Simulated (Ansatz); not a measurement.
# C2H5N: ionisation energy by level of theory

How much energy removes an electron from C2H5N at fixed geometry? The cation is run at each level and the neutral's energy taken from earlier runs.

Computed with Ansatz 0.2.0, Gaussian basis. Level: unrestricted cation, the program's frozen cores in correlated methods.

Plan: UKS PBE-D4/def2-TZVPP; UKS r2SCAN-D4/def2-TZVPP; UKS PBE0-D4/def2-TZVPP; UKS B3LYP-D4/def2-TZVPP; UKS wB97X-V/def2-TZVPP; UKS wB97M-V/def2-TZVPP; UKS B2PLYP/def2-TZVPP; UHF-CCSD(T)/def2-TZVPP; UHF-MP2/def2-QZVPP; extrapolation to the limit; then −ε(HOMO) from the neutral's earlier runs with LDA (SPW92), PBE-D4, revPBE-D4, BLYP-D4, r2SCAN-D4, B97M-V, PBE0-D4, B3LYP-D4, r2SCANh-D4, r2SCAN0-D4, HSE06-D4, BHLYP-D4, CAM-B3LYP-D4, LC-ωPBE, ωB97X-V, ωB97M-V.

## Step 1: The relaxed structure

All runs share one geometry, relaxed beforehand with PBE0-D4 in a triple-zeta def2 set.

SMILES `C=NC`, 8 atoms, charge 0, spin multiplicity 1.

Atoms are counted from 1 here; the program's logs count them from 0.

Bond lengths: C1–N2 1.257 Å, C1–H4 1.100 Å, C1–H5 1.090 Å, N2–C3 1.439 Å, C3–H6 1.100 Å, C3–H7 1.093 Å, C3–H8 1.093 Å. Angles: N2–C1–H4 123.2°, N2–C1–H5 119.4°, H4–C1–H5 117.3°, C1–N2–C3 117.9°, N2–C3–H6 113.7°, N2–C3–H7 109.0°, N2–C3–H8 109.1°, H6–C3–H7 109.1°, H6–C3–H8 109.1°, H7–C3–H8 106.7°.

## Step 2: Cation, UKS PBE-D4/def2-TZVPP

Input file in.yaml:

```yaml
crystal:
  periodic: [false, false, false]
  atoms:
    - {symbol: C, position_ang: [-0.710317, 0.748610, -0.789330]}
    - {symbol: N, position_ang: [0.446016, 0.313396, -0.558392]}
    - {symbol: C, position_ang: [0.623745, -0.564042, 0.568128]}
    - {symbol: H, position_ang: [-1.585238, 0.492246, -0.173893]}
    - {symbol: H, position_ang: [-0.872636, 1.413764, -1.636931]}
    - {symbol: H, position_ang: [-0.302901, -0.759241, 1.127713]}
    - {symbol: H, position_ang: [1.036219, -1.514106, 0.217977]}
    - {symbol: H, position_ang: [1.365122, -0.130637, 1.244728]}
basis:
  gaussian: {orbitals: def2-TZVPP}
total_charge: 1
magnetization: {spin_polarized: true, initial_magnetization: 1}
hamiltonian: {xc: pbe, dispersion: d4}
```

After this run come: Cation, UKS r2SCAN-D4/def2-TZVPP; Cation, UKS PBE0-D4/def2-TZVPP; Cation, UKS B3LYP-D4/def2-TZVPP; Cation, UKS wB97X-V/def2-TZVPP; Cation, UKS wB97M-V/def2-TZVPP; Cation, UKS B2PLYP (frozen core)/def2-TZVPP; Cation, UHF-CCSD(T)/def2-TZVPP; Cation, UHF-MP2/def2-QZVPP.

Q: Predict the results of all the runs planned. Wanted: ionisation energy, CCSD(T)/CBS; nearest functional by difference; nearest −ε(HOMO); −ε(HOMO) of PBE; T1 of the cation.

The runs gave:

```
                        quantity               value
  ionisation energy, CCSD(T)/CBS            10.03 eV
nearest functional by difference  ωB97M-V (-0.16 eV)
                nearest −ε(HOMO)  LC-ωPBE (+0.10 eV)
                 −ε(HOMO) of PBE             5.86 eV
                T1 of the cation               0.036
```

What this shows: Energy differences with functionals land within 0.39 eV of the reference. The PBE orbital energy is 4.2 eV too small: a semilocal HOMO is no ionisation energy. Among orbital estimates LC-ωPBE comes nearest. Hartree-Fock falls 1.50 eV short, as the neutral has more correlation energy than the cation. The cation's T1 (from the report) is 0.036, near the customary mark of 0.045 for open shells, so the coupled-cluster value is less safe. The cation may have settled in a state other than its lowest; no search over hole states beyond the program's own was made.
